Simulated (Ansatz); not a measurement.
Input for Ansatz (development build ahead of 0.2.0):

```yaml
crystal:
  periodic: [false, false, false]
  atoms:
    - { symbol: H, position_ang: [0.00595, 0.19714, -1.1966] }
    - { symbol: S, position_ang: [-0.01316, -0.6926, -0.20468] }
    - { symbol: S, position_ang: [-0.02296, 0.5787, 1.34517] }
basis:
  gaussian: { orbitals: def2-SVP }
magnetization:
  initial_magnetization: 1
hamiltonian:
  xc: hf
correlation:
  method: ccsd_t
  frozen_orbitals: { H: 0, S: 5 }
```

The input is written out in the form of the current development build from the run's settings. Correlation on restricted open-shell orbitals is semicanonical, with singles.

Output:

```json
{
 "Converged": "yes",
 "Reference energy": "-795.36994 hartree",
 "Correlation energy": "-0.28442 hartree",
 "Total energy": "-795.65436 hartree",
 "Stability test": "minimum among restricted orbitals"
}
```
